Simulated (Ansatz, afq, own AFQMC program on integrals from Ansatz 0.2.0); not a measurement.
**WHCl2, quartet → WHCl2, sextet**

| atom | x (Å) | y (Å) | z (Å) |
| --- | --- | --- | --- |
| W | 0.0000 | -0.2634 | 0.0000 |
| Cl | 0.0000 | 0.7110 | -2.0304 |
| Cl | 0.0000 | 0.7110 | 2.0304 |
| H | 0.0000 | -1.9793 | 0.0000 |

Connectivity, by distances: Cl–WH–Cl.

E(sextet, charge +0) − E(quartet, charge +0) at this geometry, on UHF and UHF determinants.

Basis def2-SVP with its core potentials. Noble-gas cores (and the filled d shells of Ga–Kr and In–Xe) are frozen. Ansatz 0.2.0 and our own AFQMC program on the same integrals; the CISD trial comes from CCSD amplitudes, and released means the phaseless constraint is let go. Uncertainties: one standard error, sampling alone. No spin–orbit coupling. The metal's outer-core s and p shells are frozen, which shifts wave-function levels against functionals. The errors of all members are added in quadrature.

No full CI on the walks' own integrals is used here; CCSDT(Q) serves as the reference and is uncertain by about the last step of the cluster series. Each member takes its own surest rung, up to full CI.

Errors are counted within def2-SVP, not against nature.

Cautions: no spin-orbit coupling; outer-core shells of the metal frozen; WHCl₂ (quartet): lower spins were not checked, the released energies move by 1.5 errors or more from one time to the next, so no released level is given (meV from the phaseless value at times in 1/Eh: -10 ± 7 at 0.24, -14 ± 5 at 0.48, -9 ± 6 at 0.80, -20 ± 7 at 1.20), though the last usable value meets CCSDT(Q) within the noise, its ph-AFQMC/CISD value lies 16 ± 7 meV above CCSDT(Q); WHCl₂ (sextet): another spin lies lower, the ph-AFQMC/HF walk drifts between its halves (2.6 errors); core correlation is missing, and it shifts such a gap most where an s electron is promoted.

Reference (CCSDT(Q)): 98.0 kcal/mol.

```tsv
level	vertical spin gap (kcal/mol)	error against CCSDT(Q) (kcal/mol)
HF	79.8	-18.2
MP2	95.8	-2.2
CCSD	97.4	-0.6
CCSD(T)	98.3	0.3
CCSDT	98.1	0.1
ph-AFQMC/HF	96.3 ± 1.0	-1.6 ± 1.0
ph-AFQMC/CISD	97.8 ± 0.3	-0.1 ± 0.3
```

Correlation beyond CCSD(T) takes off 0.3 kcal/mol. The perturbative (T) step is worth +0.9 kcal/mol.

A walk keeps the symmetry of its determinant, which the program's search chose and which needn't be the lowest solution, so a lower state of the same spin and another symmetry isn't excluded.
